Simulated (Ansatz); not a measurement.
# C3H5N: basis-set convergence

The task here is to estimate one member of a computed series from the others.

Program: Ansatz 0.2.0, Gaussian basis. Level of theory: one geometry, several basis sets. These are calculated values, not measurements.

Levels to be run: PBE0-D4/def2-SVP; ωB97M-V/def2-SVP; PBE0-D4/def2-QZVPP; ωB97M-V/def2-QZVPP; the functionals' def2-TZVPP values are taken from earlier runs.

### The relaxed structure

The geometry comes from an earlier relaxation with PBE0-D4 in a triple-zeta def2 set; it is a stationary point, not always the lowest conformer.

SMILES `NC1C=C1`, 9 atoms, charge 0, spin multiplicity 1.

Atoms are counted from 1 here; the program's logs count them from 0.

Bond lengths: N1–C2 1.440 Å, N1–H5 1.013 Å, N1–H6 1.013 Å, C2–C3 1.495 Å, C2–C4 1.479 Å, C2–H7 1.090 Å, C3–C4 1.297 Å, C3–H8 1.079 Å, C4–H9 1.079 Å. Angles: C2–N1–H5 111.0°, C2–N1–H6 110.5°, H5–N1–H6 107.8°, N1–C2–C3 123.5°, N1–C2–C4 120.2°, N1–C2–H7 110.6°, C3–C2–C4 51.7°, C3–C2–H7 119.8°, C4–C2–H7 119.6°, C2–C3–C4 63.5°, C2–C3–H8 148.0°, C4–C3–H8 148.3°, C2–C4–C3 64.8°, C2–C4–H9 146.3°, C3–C4–H9 148.7°.

Set-up of the first run:

in.yaml

```yaml
crystal:
  periodic: [false, false, false]
  atoms:
    - {symbol: N, position_ang: [-0.225668, 1.288804, -0.575677]}
    - {symbol: C, position_ang: [0.496770, 0.102829, -0.193413]}
    - {symbol: C, position_ang: [-0.164140, -1.202160, 0.115746]}
    - {symbol: C, position_ang: [0.263458, -0.515532, 1.129861]}
    - {symbol: H, position_ang: [-0.244909, 1.393170, -1.582985]}
    - {symbol: H, position_ang: [-1.184138, 1.240025, -0.251314]}
    - {symbol: H, position_ang: [1.503920, 0.115163, -0.611274]}
    - {symbol: H, position_ang: [-0.695070, -2.068036, -0.247915]}
    - {symbol: H, position_ang: [0.338277, -0.400663, 2.199973]}
basis:
  gaussian: {orbitals: def2-SVP}
hamiltonian: {xc: pbe0, dispersion: d4}
output: {orbitals: {seedname: orbitals}}
```

Run with:

```sh
$ ansatz run in.yaml --threads 2 --pin off --events-out ev --progress --plain --max-ram 4352MiB
```

Steps of the session up to this table: PBE0-D4 in def2-SVP; ωB97M-V in def2-SVP; PBE0-D4 in def2-QZVPP; ωB97M-V in def2-QZVPP.

One table of the session follows, with a row left open; its other results are not shown here.

It belongs to the step «Functionals by basis». 

| functional | basis | HOMO (eV) | LUMO (eV) |
| --- | --- | --- | --- |
| PBE0-D4 | def2-SVP | -6.18 | 0.31 |
| PBE0-D4 | def2-TZVPP | -6.41 | 0.06 |
| PBE0-D4 | def2-QZVPP | -6.46 | -0.04 |
| ωB97M-V | def2-SVP | -8.48 | 2.60 |
| ωB97M-V | def2-TZVPP | -8.72 | 2.20 |
| ωB97M-V | def2-QZVPP | ? | ? |

**Question.** Estimate the row for ωB97M-V, def2-QZVPP.

**Answer.** HOMO (eV): -8.77; LUMO (eV): 1.98. In the column «HOMO (eV)» it is the lowest.
